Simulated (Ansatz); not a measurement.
# One shape, several levels: OH− (hydroxide)

Aim: a comparison of 4 runs (B3LYP/6-31G*, B2PLYP/aug-cc-pVTZ, PBE-QIDH/aug-cc-pVTZ, RPA@PBE/aug-cc-pVTZ) of OH− (hydroxide). 

The calculation is run with Ansatz 0.2.0.

### Step 1. Starting point

OH−: 2 atoms, total charge -1, spin state singlet. As SMILES, `[OH-]`. The O1–H2 distance was set to 1.445 Å, away from the relaxed value.

Bond lengths: O1–H2 1.445 Å.

### Step 2. A single-point energy at B3LYP/6-31G(d) (spherical functions) (run 1)

Input file run.yaml:

```yaml
crystal:
  periodic: [false, false, false]
  atoms:
    - {symbol: O, position_ang: [0.823580, -0.263594, 0.424990]}
    - {symbol: H, position_ang: [-0.411800, 0.131800, -0.212500]}
basis:
  gaussian:
    orbitals: 6-31G_st_-spherical.json
total_charge: -1
hamiltonian:
  xc: {name: B3LYP}
accuracy: high
output: {orbitals: {seedname: orbitals}}
```

The basis set 6-31G* is read from a file made from the Basis Set Exchange's data (not shown).

On the command line:

```sh
$ ansatz run run.yaml --threads 1 --pin off --max-ram 3480MiB --events-out events.jsonl --progress --plain --runs-dir runs
```

The log of the run:

```text
Warning: RAYON_NUM_THREADS=1 ignored (pool sized by the plan → 1); use --threads N
Functional definition: B3LYP
  name "B3LYP"
  parameter a0 = 0.2
  parameter ax = 0.72
  parameter ac = 0.81
  exchange = (1 - a0 - ax)*slater_x + ax*b88_x + a0*exact_x
  correlation = (1 - ac)*vwn_rpa_c + ac*lyp_c
240 factors; integrals over basis functions are off by at most 1.9e-9 eV
mean field evaluation 1: about -2056.1232 eV, gradient 3.7e1 eV
mean field evaluation 2: about -2047.6198 eV, gradient 7.4e1 eV
mean field evaluation 4: about -2058.7700 eV, gradient 1.1e0 eV
mean field evaluation 8: about -2058.7727 eV, gradient 3.3e-4 eV
mean field evaluation 16: about -2058.7727 eV, gradient 1.3e-9 eV
mean field -2058.77273929 eV, -75.6585026828 hartree, gradient 1.3e-9 eV, S^2 0.000000; 0 other end points of the search recorded, 0 dependent functions left out
reference -2058.77275690 eV, -75.6585033299 hartree; 5, 5 occupied and 11, 11 virtual orbitals, 240 factors
Total energy: -2058.77275690 eV, -75.6585033299 hartree
```

It took 0.32 s on 1 thread of Arm Neoverse V1, shared host.

### Step 3. A single-point energy at B2PLYP/aug-cc-pVTZ (run 2)

Input file job.yaml:

```yaml
crystal:
  periodic: [false, false, false]
  atoms:
    - {symbol: O, position_ang: [0.823580, -0.263594, 0.424990]}
    - {symbol: H, position_ang: [-0.411800, 0.131800, -0.212500]}
basis:
  gaussian: {orbitals: aug-cc-pVTZ}
total_charge: -1
magnetization: {spin_polarized: false}
hamiltonian: {xc: {name: B2PLYP}}
correlation: {frozen_orbitals: {H: 0, O: 1}}
accuracy: high
output: {orbitals: {seedname: orbitals}}
```

On the command line:

```sh
$ ansatz run job.yaml --threads 1 --pin off --max-ram 3480MiB --events-out events.jsonl --progress --plain --runs-dir runs
```

The log of the run, shortened:

```text
Warning: RAYON_NUM_THREADS=1 ignored (pool sized by the plan → 1); use --threads N
Functional definition: B2PLYP
  name "B2PLYP"
[...]
928 factors; integrals over basis functions are off by at most 3.4e-9 eV
[...]
mean field -2057.27875450 eV, -75.6035997544 hartree, gradient 2.9e-8 eV, S^2 0.000000; 0 other end points of the search recorded, 0 dependent functions left out; unrestricted orbitals would lower it
1 core orbitals not correlated: weight in the atoms' cores, before any rotation towards them, 1.000 or more for the frozen orbitals, at most 0.000 for the correlated occupied ones
reference -2057.27877142 eV, -75.6036003760 hartree; 4, 4 occupied and 64, 64 virtual orbitals, 928 factors
second order -10.43462674 eV of doubles, -0.00000000 eV of singles
Total energy: -2060.09612064 eV, -75.7071360502 hartree
```

Run time: 1.8 s. Hardware: 1 thread of Arm Neoverse V1, shared host; peak memory 0.11 GiB.

Run 3 isn't shown in full; the table further down has it.

### Step 4. A single-point energy at RPA@PBE/aug-cc-pVTZ (run 4)

Input file job.yaml:

```yaml
basis:
  gaussian:
    orbitals: aug-cc-pVTZ
crystal:
  periodic: [false, false, false]
  atoms:
    - symbol: O
      position_ang: [0.823580, -0.263594, 0.424990]
    - symbol: H
      position_ang: [-0.411800, 0.131800, -0.212500]
total_charge: -1
hamiltonian:
  xc: pbe
correlation:
  method: rpa
  frozen_orbitals: {H: 0, O: 1}
accuracy: high
```

On the command line:

```sh
$ ansatz run job.yaml --threads 1 --pin off --max-ram 3480MiB --events-out events.jsonl --progress --plain --runs-dir runs
```

The log of the run, shortened:

```text
Warning: RAYON_NUM_THREADS=1 ignored (pool sized by the plan → 1); use --threads N
Functional definition: PBE
  name "PBE"
[...]
928 factors; integrals over basis functions are off by at most 3.4e-9 eV
[...]
mean field -2059.37856673 eV, -75.6807664305 hartree, gradient 3.0e-8 eV, S^2 0.000000; 5 other end points of the search recorded, 0 dependent functions left out
1 core orbitals not correlated: weight in the atoms' cores, before any rotation towards them, 1.000 or more for the frozen orbitals, at most 0.000 for the correlated occupied ones
reference -2048.94542902 eV, -75.2973556914 hartree; 4, 4 occupied and 64, 64 virtual orbitals, 928 factors
Total energy: -2061.56057166 eV, -75.7609536325 hartree
```

It took 4.8 s on 1 thread of Arm Neoverse V1, shared host; peak memory 0.13 GiB.

### Step 5. All runs side by side

```csv
run,level,frozen core orbitals,energy (Eh),HOMO energy (eV),LUMO energy (eV),HOMO–LUMO gap (eV),wall time
1,B3LYP/6-31G* (spherical functions),–,-75.658503,3.43,8.21,4.78,0.32 s
2,B2PLYP/aug-cc-pVTZ,1,-75.707136,-1.16,4.29,5.45,1.8 s
3,PBE-QIDH/aug-cc-pVTZ,1,-75.649879,-2.24,4.57,6.81,1.6 s
4,RPA@PBE/aug-cc-pVTZ,1,-75.760954,–,–,–,4.8 s
```

### Step 6. What came out

| quantity | value |
| --- | --- |
| run 4: total energy | -75.76095 Eh |
| run 4: RPA correlation energy (valence) | -463.6 mEh |

Over runs 1, 2, 3 the HOMO–LUMO gap runs from 4.78 eV (B3LYP/6-31G*) to 6.81 eV (PBE-QIDH/aug-cc-pVTZ). The two ends differ in method and basis. The empty levels of an anion lie above zero and hang on the basis. A double hybrid's value is that of its SCF part. Totals of different functionals can't be ranked against each other. In run 1 the HOMO lies above zero, so the outermost electron may be held by the basis alone. In runs 2, 3 the log says that unrestricted orbitals would lower the reference, so the values rest on an unstable closed-shell determinant (other closed-shell runs at this shape may share the fault). All runs together took 8.6 s, the longest 4.8 s.
